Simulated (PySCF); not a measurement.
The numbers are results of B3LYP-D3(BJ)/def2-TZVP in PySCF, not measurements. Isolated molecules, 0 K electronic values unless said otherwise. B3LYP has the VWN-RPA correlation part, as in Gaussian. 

Reference species (SMILES): `[Cl]` (neutral, multiplicity 2).

```json
{
  "highest_occupied_spin_orbital": "-9.27 eV"
}
```

Changed species: `Cl[SiH2]` (radical fragment; the reference has radical fragment).

### Question
Predict the effect on the highest occupied spin orbital.

### Answer
the highest occupied spin orbital rises by 2.98 eV, to -6.29 eV.
